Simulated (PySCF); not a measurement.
## Beryllium: a sound run and one with changed settings

Sound run: Be [He] 2s2, Be+ [He] 2s1. All numbers are calculated (PySCF 2.14, no relativity, point nucleus, in aug-cc-pVDZ (4s3p2d, 23 functions)). In the sound run the correlated levels freeze 1s2. The sound run starts from symmetry-adapted Hartree-Fock orbitals and uses a fine grid where one is needed.

Changed run: initial guess atom, at most 50 SCF cycles.

```json
{"species": "Be", "method": "UHF", "sound run (hartree)": "-14.57238", "changed run (hartree)": "-14.57238", "converged": "yes"}
{"species": "Be", "method": "MN15", "sound run (hartree)": "-14.65775", "changed run (hartree)": "-14.65775", "converged": "yes"}
{"species": "Be", "method": "CCSD(T)", "sound run (hartree)": "-14.61690", "changed run (hartree)": "-14.61690", "converged": "yes"}
{"species": "Be+", "method": "r2SCAN", "sound run (hartree)": "-14.32309", "changed run (hartree)": "-14.32309", "converged": "yes"}
```

Here the plain start reaches the same solutions.
